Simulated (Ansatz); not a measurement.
## HBC, quintet: reading a ladder of total energies

Geometry: that of the HBC, triplet, kept fixed. The triplet lies 3.4 eV lower here.

| atom | x (Å) | y (Å) | z (Å) |
| --- | --- | --- | --- |
| B | 0.0000 | 0.0000 | 0.0901 |
| C | 0.0000 | 0.0000 | -1.3588 |
| H | 0.0000 | 0.0000 | 1.2688 |

Basis 6-31G; Ansatz 0.2.0. Correlated methods freeze the noble-gas cores, which leaves 8 electrons in 18 orbitals. R marks a restricted (for open shells ROHF) determinant, U an unrestricted one.

Full CI is exact within this basis and frozen core; it isn't the basis-set limit. The frozen core follows each run's orbitals, which can shift R against U totals by a few meV.

Runs differ by some tens of microhartree through their thresholds and, for an open shell, their frozen cores, so steps under 0.1 kcal/mol mean nothing.

```
    level  total energy (hartree)
      UHF              -62.842232
     UMP2              -62.899913
    UCCSD              -62.920826
 UCCSD(T)              -62.922039
   UCCSDT              -62.922508
UCCSDT(Q)              -62.922565
  UCCSDTQ              -62.922585
  full CI              -62.922525
```

Problem. What is the correlation energy at full CI, and what share of it do UMP2 and UCCSD(T) recover?

Solution. E(corr) = -62.922525 − (-62.842232) = -0.080293 hartree = -2.185 eV. UMP2: -0.057681 / -0.080293 = 71.84 %. UCCSD(T): -0.079807 / -0.080293 = 99.39 %.

Problem. By how many kcal/mol does UCCSD(T) miss full CI (1 hartree = 627.509 kcal/mol), and which steps make up the rest?

Solution. -62.922039 − (-62.922525) = 0.000486 hartree = 0.30 kcal/mol. Steps: UCCSDT − UCCSD(T) = -0.29, UCCSDT(Q) − UCCSDT = -0.04, UCCSDTQ − UCCSDT(Q) = -0.01, full CI − UCCSDTQ = 0.04 kcal/mol. That is within 1 kcal/mol of the reference in this basis, which itself misses far more of the correlation at the basis-set limit.
